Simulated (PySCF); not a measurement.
# From one method to the next for ClH2⁻

What do other methods print for ClH2⁻?

Program: PySCF 2.14.0. Level of theory: each script names its method and basis. These are calculated values, not measurements.

## (1) Where the work starts

ClH2⁻: 3 atoms, charge -1, spin multiplicity 1.

Bond lengths: Cl1–H3 1.370 Å.

Geometry (Å):

```xyz
3

Cl    0.00000    0.00000   -0.02310
H     0.00000    0.00000    2.19390
H     0.00000    0.00000   -1.39280
```

## (2) The run that the others are compared with

The input, input.py:

```python
from pyscf import gto, scf

mol = gto.M(
    atom='Cl 0 0 -0.0231; H 0 0 2.1939; H 0 0 -1.3928',
    basis='sto-3g',
    charge=-1,
    spin=0,
    verbose=3,
)
mf = scf.UHF(mol)
mf.kernel()
mf.dip_moment()
print('orbital energies (hartree):', [e[max(0, n-3):n+3].round(4) for e, n in zip(mf.mo_energy, mol.nelec)])
```

Launch:

```sh
$ OMP_NUM_THREADS=1 python input.py
```

## (3) Geometry optimisation

Run 1 changes step after the SCF: none → optimize.

The input, input.py:

```python
from pyscf import gto, scf
from scipy.optimize import minimize

mol = gto.M(
    atom='Cl 0 0 -0.0231; H 0 0 2.1939; H 0 0 -1.3928',
    basis='sto-3g',
    charge=-1,
    spin=0,
    verbose=3,
)
mf = scf.UHF(mol)
mf.kernel()
g = mf.nuc_grad_method()
scan = g.as_scanner()
def energy_and_gradient(x):
    e, de = scan(mol.set_geom_(x.reshape(-1, 3), unit='bohr', inplace=False))
    print('step: E =', e, ' geometry (angstrom) =', (x*0.529177210903).round(5).tolist())
    return e, de.ravel()
res = minimize(energy_and_gradient, mol.atom_coords().ravel(), jac=True, method='BFGS', options={'gtol': 3e-4, 'maxiter': 30})
print(res.message)
mol_eq = mol.set_geom_(res.x.reshape(-1, 3), unit='bohr', inplace=False)
print('optimised geometry (angstrom)')
print(mol_eq.tostring('raw'))
print('orbital energies (hartree):', [e[max(0, n-3):n+3].round(4) for e, n in zip(mf.mo_energy, mol.nelec)])
```

## (4) EOM-EE

Run 2 changes step after the SCF: none → eomee; frozen orbitals: none → 5; number of roots: none → 5.

Edit input.py of step 2 so:

```diff
@@ -1,2 +1,2 @@
-from pyscf import gto, scf
+from pyscf import gto, scf, cc
 
@@ -11,2 +11,6 @@
 mf.kernel()
+mycc = cc.CCSD(mf, frozen=5)
+mycc.kernel()
+e = mycc.eeccsd(nroots=5)[0]
+print('roots (eV) =', (e*27.211386).round(3))
 mf.dip_moment()
```

## (5) Slater, (UKS)

Run 3 changes functional: none (Hartree–Fock) → slater,; SCF type: UHF → UKS; step after the SCF: none → analyze.

The input, input.py:

```python
from pyscf import gto, dft

mol = gto.M(
    atom='Cl 0 0 -0.0231; H 0 0 2.1939; H 0 0 -1.3928',
    basis='sto-3g',
    charge=-1,
    spin=0,
    verbose=3,
)
mf = dft.UKS(mol, xc='slater,')
mf.kernel()
mf.analyze()
print('orbital energies (hartree):', [e[max(0, n-3):n+3].round(4) for e, n in zip(mf.mo_energy, mol.nelec)])
```

## (6) MP2

Run 4 changes step after the SCF: none → mp2; frozen orbitals: none → 5.

Edit input.py of step 2 so:

```diff
@@ -1,2 +1,2 @@
-from pyscf import gto, scf
+from pyscf import gto, scf, mp
 
@@ -11,2 +11,3 @@
 mf.kernel()
+mp.MP2(mf, frozen=5).kernel()
 mf.dip_moment()
```

Q: Predict the outcome of this session. Wanted: for each run, E(SCF); from base; gap; after the SCF.

The runs gave:

| run | E(SCF) (hartree) | from base (eV) | gap (eV) | after the SCF |
| --- | --- | --- | --- | --- |
| base | -455.306506 | 0 | 10.11 | n/a |
| geometry optimisation | -455.306506 | 0.0000 | 10.11 | -0.449 eV |
| EOM-EE | -455.306506 | 0.0000 | 10.11 | CCSD correlation -1.224 eV, core frozen, first root 2.46 eV |
| slater, (UKS) (poor choice) | -452.974822 | not comparable | 3.13 | n/a |
| MP2 | -455.306506 | 0.0000 | 10.11 | MP2 correlation -0.856 eV, core frozen |

SCF columns refer to the geometry typed in the script.

The highest filled level of this anion is positive: the basis lacks diffuse functions or the electron is not bound, so these numbers hang on the basis. Total energies of different functionals can't be compared with each other; differences within one functional can. Rows marked «poor choice» come from settings spoiled on purpose.
